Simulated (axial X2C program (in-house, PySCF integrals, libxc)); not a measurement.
**SiN⁺: from Re and ωe to a spectrum**

A bond curve at the PBE0 level, 2c, was computed with an in-house all-electron X2C program for linear molecules (integrals from PySCF) (basis Si dyall-v3z [8s7p2d1f], N dyall-av3z [7s7p3d2f] (cores contracted in-house)) for the state Ω = 1 (⟨Sz⟩ = 1.00, ⟨Lz⟩ = 0.00 at PBE0). Its fit gives Re = 1.7940 Å, ωe = 789.6 cm⁻¹, ωexe = 4.66 cm⁻¹ and αe = 4.882e-03 cm⁻¹; the masses are 27.9769 and 14.0031 u. Two-component means X2C with spin–orbit coupling and atomic mean-field Coulomb and Gaunt terms.

(1) Find the reduced mass, Be and the force constant.

(2) Where do the fundamental and the first overtone lie?

(3) A Morse curve ties αe to the other constants (Pekeris). How well does that hold?

(4) Estimate the centrifugal constant by the Kratzer relation.

(5) Estimate De from a Morse curve and compare with the computed well depth of 2.670 eV to Si+ + N.

One determinant describes the state; a PBE0 search over occupations chose it and may have missed a lower one. De is counted from the lowest determinant-based energies of the atoms at the same level, without counterpoise correction. Density functionals use the spin component along the axis (collinear). In 2c an atomic determinant is not the ground J level, so De misses part of the atomic spin–orbit lowering. This holds for PBE0. PBE0 can misorder states that lie within some tenths of an eV, so this need not be the ground state of the molecule. The nearest other 2c determinant of the search, Ω = 2, lies 0.49 eV up at the distance of the search. Without a current term, density functionals place determinants with orbital angular momentum somewhat too high. With several unpaired electrons one determinant need not be a pure state. Open-shell Ω = 0 determinants with evenly filled partner blocks cannot be reached by this program, so the Ω shown need not be the lowest component. This is the Ω = 1 component of a π² triplet; the 0⁺ component is not one determinant and can lie lowest.

Answers

(1) From the PBE0 values: μ = 9.3321 u. Be = 16.8576/(μ Re²) = 0.5613 cm⁻¹. k = 5.8918×10⁻⁷ μ ωe² = 3.43 mdyn/Å.

(2) ν(1←0) = ωe − 2ωexe = 780.3 cm⁻¹; ν(2←0) = 2ωe − 6ωexe = 1551.2 cm⁻¹.

(3) αe(Morse) = 6Be²/ωe × (√(ωexe/Be) − 1) = 4.504e-03 cm⁻¹; the PBE0 curve gives 4.882e-03 cm⁻¹, a ratio of 0.92.

(4) D = 4Be³/ωe² = 1.13e-06 cm⁻¹.

(5) De(Morse) = ωe²/(4ωexe) = 4.147 eV against 2.670 eV computed, a ratio of 1.55. The extrapolation overshoots: the well softens faster than a Morse curve, or the lowest atomic limit lies below the one to which the curve heads.
